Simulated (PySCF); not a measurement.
A PySCF script (with the pyscf-properties extension) for the NMR shieldings of Phosphorus tetramer, P$_{4}$, on a PBE0-D3(BJ)/def2-SVP geometry:

```python
import basis_set_exchange as bse
import numpy as np
from pyscf import gto, dft
from pyscf.prop import nmr

atoms = """
P     1.247379   -0.238989   -0.545443
P    -0.422300    1.190040   -0.409016
P    -0.824989   -0.973812   -0.447510
P     0.103670   -0.058138    1.325789
"""
names = dict.fromkeys(["P"], "pcSseg-2")
basis = {el: gto.basis.parse(bse.get_basis(n, elements=[el], fmt="nwchem")) for el, n in names.items()}
mol = gto.M(atom=atoms, basis=basis, charge=0, verbose=0)
mf = dft.RKS(mol, xc="HYB_GGA_XC_WP04")
mf.grids.level = 2
mf.grids.alignment = dft.numint.BLKSIZE   # the property module wants whole blocks of grid points
mf.conv_tol = 1e-9
mf.kernel()

calc = nmr.RKS(mf)   # GIAO
C = mf.mo_coeff
Co = C[:, mf.mo_occ > 0]
resp = mf.gen_response(singlet=True, hermi=2)
def vind(x):   # induced exchange potential for any number of trial vectors
    d = np.einsum("pi,xij,qj->xpq", C, 2 * x.reshape(-1, C.shape[1], Co.shape[1]), Co, optimize=True)
    return np.einsum("xpq,pi,qj->xij", resp(d - d.transpose(0, 2, 1)), C, Co, optimize=True).ravel()
mo1, _ = nmr.rhf.solve_mo1(calc, with_cphf=vind)
sigma = calc.kernel(mo1)
for i, s in enumerate(sigma):   # ppm
    w = np.linalg.eigvalsh((s + s.T) / 2)
    print("%2d %-2s iso %8.1f  s11 %8.1f  s22 %8.1f  s33 %8.1f" % (i, mol.atom_pure_symbol(i), w.mean(), *w))
```

Task: Give the expected output.

Result: 
```
 0 P  iso    804.5  s11    498.0  s22    957.5  s33    957.9
 1 P  iso    804.9  s11    498.1  s22    957.9  s33    958.6
 2 P  iso    804.6  s11    498.1  s22    957.2  s33    958.4
 3 P  iso    804.2  s11    498.0  s22    956.8  s33    957.7
```

These numbers come from an equivalent density-fitted implementation of the same equations, which agrees with the script to about 0.01 ppm for H and up to a few tenths of a ppm for heavy atoms, so last digits may differ.

Task: Turn these shieldings into chemical shifts. Scale: 31P (σref 287.76) vs H3PO4 (reference shieldings calculated alike).

Result: Averaging equivalent atoms: P 0/1/2/3: -516.8 ppm. Experimental scales use liquid or dissolved standards, which lie at an offset from isolated H3PO4.

Size and cost of the density-fitted run: 172 basis functions, 8.1 s wall time on 1 thread of an Intel Xeon Platinum 8375C, shared host; peak memory 0.76 GiB.
